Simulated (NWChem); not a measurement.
Molecule: diphosphorus (P$_{2}$); SMILES P#P

Program: NWChem. Pople sets run with spherical d functions. All runs use the structure optimised with PBE0/def2-SVP. Static field.

### Question
Order these by “isotropic polarisability (bohr³)”, lowest first: PBE/def2-SVPD; PBE/def2-SVP; PBE/def2-TZVPD; PBE/6-31+G*; PBE/6-31G*.

### Answer
PBE/def2-SVP (34.6), PBE/6-31G* (36.5), PBE/6-31+G* (41.5), PBE/def2-SVPD (46.2), PBE/def2-TZVPD (49.4)
